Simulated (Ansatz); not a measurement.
# SiHCl (triplet): from Hartree-Fock to the top rungs at distance Cl1–H2 along a hydrogen transfer = 1.335 Å, cc-pVTZ

How much of the correlation energy of SiHCl (triplet) does each wave-function method recover here?

Computed with Ansatz 0.2.0, Gaussian basis. Level: cc-pVTZ, core rule «outside noble gas», up to 10 orbitals frozen.

Plan: UHF; CCSD(T) on ROHF; CCSD(T) on UHF; BCCD(T) on ROHF; CCSDT(Q) on ROHF; CCSDT(Q) on UHF; CASSCF and MRCISD+Q, 4 electrons in 4 orbitals; CASSCF and NEVPT2, 4 electrons in 4 orbitals; CASSCF and MRCISD+Q, 12 electrons in 9 orbitals; CASSCF and NEVPT2, 12 electrons in 9 orbitals.

**1. What is computed**

The geometry derives from fragments relaxed apart (PBE0/def2-TZVP) and kept rigid, so it is no stationary point. A hydrogen atom is moved between rigid fragments.

3 atoms, charge 0, spin multiplicity 3.

Atoms are counted from 1 here; the program's logs count them from 0.

Bond lengths: Cl1–H2 1.335 Å.

**2. UHF**

Input file in.yaml:

```yaml
crystal:
  periodic: [false, false, false]
  atoms:
    - {symbol: Cl, position_ang: [0.000000, 0.000000, -1.482333]}
    - {symbol: H, position_ang: [0.000000, 0.000000, -0.147333]}
    - {symbol: Si, position_ang: [0.000000, 0.000000, 1.629667]}
basis:
  gaussian: {orbitals: cc-pVTZ}
magnetization: {spin_polarized: true, initial_magnetization: 2}
hamiltonian: {xc: hf}
output: {orbitals: {seedname: orbitals}}
```

Command:

```bash
$ ansatz run in.yaml --threads 1 --pin off --events-out ev --progress --plain --max-ram 2816MiB --backend cpu
```

After this run come: CCSD(T) on ROHF; CCSD(T) on UHF; BCCD(T) on ROHF; CCSDT(Q) on ROHF; CCSDT(Q) on UHF; CASSCF and MRCISD+Q, 4 electrons in 4 orbitals; CASSCF and NEVPT2, 4 electrons in 4 orbitals; CASSCF and MRCISD+Q, 12 electrons in 9 orbitals; CASSCF and NEVPT2, 12 electrons in 9 orbitals.

Q: Predict the results of all the runs planned. Wanted: UCCSDT(Q) below the RHF energy; RMP2 from UCCSDT(Q); UMP2 from UCCSDT(Q); RCCSD from UCCSDT(Q); RCCSD(T) from UCCSDT(Q); UCCSD(T) from UCCSDT(Q); RCCSDT(Q) from UCCSDT(Q); NEVPT2 pair from UCCSDT(Q); MRCISD+Q pair from UCCSDT(Q).

As calculated:

| quantity | value |
| --- | --- |
| UCCSDT(Q) below the RHF energy | -8.9459 eV |
| RMP2 from UCCSDT(Q) | +1316.8 meV |
| UMP2 from UCCSDT(Q) | +1338.7 meV |
| RCCSD from UCCSDT(Q) | +395.7 meV |
| RCCSD(T) from UCCSDT(Q) | +51.0 meV |
| UCCSD(T) from UCCSDT(Q) | +50.8 meV |
| RCCSDT(Q) from UCCSDT(Q) | +1.8 meV |
| NEVPT2 pair from UCCSDT(Q) | +1374.1 meV |
| MRCISD+Q pair from UCCSDT(Q) | +192.7 meV |
| NEVPT2 valence from UCCSDT(Q) | +1850.9 meV |
| levels within 1 kcal/mol (43 meV) | RCCSDT, UCCSDT, RCCSDT(Q) |
| T1 diagnostic | 0.018 |
| effectively unpaired electrons | 2.02 |

In words: RCCSD(T) misses by +51.0 meV, 0.6 % of the correlation energy. One determinant dominates. Of the multireference levels listed MRCISD+Q valence comes nearest in total energy (+182.3 meV), which doesn't show that its space is the better one. These misses are within one basis, not against nature; the frozen cores of restricted and unrestricted runs differ, which can shift their rows.
